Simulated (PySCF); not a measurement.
Orbital picture of CS

RHF at R = 1.540 Å; C def2-SVPD, S def2-SVPD; no relativity (PySCF 2.14). State: ¹Σ⁺ (singlet), closed shell. Only the outer orbitals are listed, counted within each symmetry.

```
orbital  occ.  ε (eV)  on C (%)         main shells (%)
     5σ     2  -30.05        29   62 S s, 21 C s, 8 S p
     6σ     2  -18.79        31  37 S p, 31 S s, 28 C s
     7σ     2  -12.92        82  45 C p, 36 C s, 20 S p
     2π     2  -12.71        26          72 S p, 24 C p
     2π     2  -12.71        26          72 S p, 24 C p
     3π     0    1.41        55  51 C p, 24 S d, 21 S p
     3π     0    1.41        55  51 C p, 24 S d, 21 S p
```

Q: Which are the highest filled and the lowest empty level, where do they sit, and how wide is the gap?

A: Highest filled 2π at -12.71 eV (in %: 72 S p, 24 C p); lowest empty 3π at 1.41 eV (in %: 51 C p, 24 S d, 21 S p); the gap at RHF is 14.12 eV. An empty level above zero is unbound, and its energy depends on the basis.

| Item | Value |
| --- | --- |
| bond order (Mayer) | 2.58 |
| ⟨S²⟩ | 0.000 |
| charge on C (Mulliken, basis-dependent) | 0.14 |
| charge on C (Löwdin, basis-dependent) | -0.35 |
| dipole moment (positive dipole means C(−)S(+)) | 1.60 D |
| polarisability along the bond | 36.2 bohr³ |
| polarisability across the bond | 23.5 bohr³ |
